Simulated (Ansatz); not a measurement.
Energy landscape of HLi2, doublet: collinear Li-H-Li surface. Scanned: Li-H distance and H-Li distance.

Cartesian coordinates as functions of the variables (Å; names that start with a are angles):
```
Li  0  0  -r1
H  0  0  0
Li  0  0  r2
```

Calculation: Ansatz (an electronic-structure program) with unrestricted PBE0/aug-cc-pVTZ.

Energy in kcal/mol above the lowest grid point; x is the Li-H distance (Å), y the H-Li distance (Å).

```csv
y \ x,1.36,1.47,1.58,1.74,1.87,2.03,2.25,2.44,2.63,2.99,3.43,3.81,4.64
4.64,24.6,20.4,19.0,20.2,23.0,27.6,35.0,41.7,48.1,58.0,65.2,68.7,71.7
4.02,23.8,19.6,18.2,19.4,22.1,26.7,34.1,40.6,46.8,56.2,63.3,66.8,70.0
3.43,22.2,18.0,16.5,17.7,20.4,24.9,31.9,37.9,43.4,51.9,58.7,62.1,65.2
3.03,20.3,16.1,14.6,15.7,18.3,22.5,28.8,34.1,38.9,46.5,52.7,55.8,58.8
2.69,17.9,13.6,12.2,13.0,15.2,18.8,24.3,29.0,33.2,39.8,45.0,47.7,50.0
2.42,15.4,11.0,9.3,9.6,11.5,14.6,19.6,23.7,27.4,33.0,37.3,39.3,41.0
2.23,13.1,8.5,6.6,6.7,8.3,11.2,15.7,19.5,22.9,27.8,31.3,32.8,34.3
2.02,10.2,5.5,3.5,3.4,4.8,7.3,11.4,14.8,17.7,21.8,24.6,25.9,27.3
1.88,8.5,3.8,1.6,1.4,2.7,5.1,8.8,12.0,14.6,18.2,20.7,21.9,23.3
1.71,6.9,2.6,0.4,0.0,1.1,3.4,6.8,9.7,12.0,15.0,17.3,18.5,19.8
1.61,6.7,2.6,0.6,0.2,1.3,3.4,6.7,9.4,11.5,14.3,16.5,17.7,19.0
1.49,8.0,3.9,2.3,2.1,3.1,5.1,8.3,10.8,12.7,15.4,17.5,18.7,20.0
1.36,12.5,8.4,6.8,7.1,8.4,10.3,13.3,15.6,17.3,20.0,22.2,23.4,24.6
```

Points that lie below all their neighbours on the grid: x = 1.74, y = 1.71 (0.0 kcal/mol).
